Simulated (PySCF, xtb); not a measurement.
ethanol (C₂H₆O), SMILES CCO.

GFN2-xTB (xtb) at its own geometry gives an orbital gap of 12.88 eV and a dipole moment of 2.00 D.

The structure is a stationary point at B3LYP-D3(BJ)/def2-TZVP. The values are those of a single conformer.

**Question.** What does PySCF with ωB97X/def2-TZVPD give? (The exact figures need the calculation; the answer reports its results.)

**Answer.** gap 12.37 eV (levels -10.42 and 1.96 eV), dipole 1.75 D.
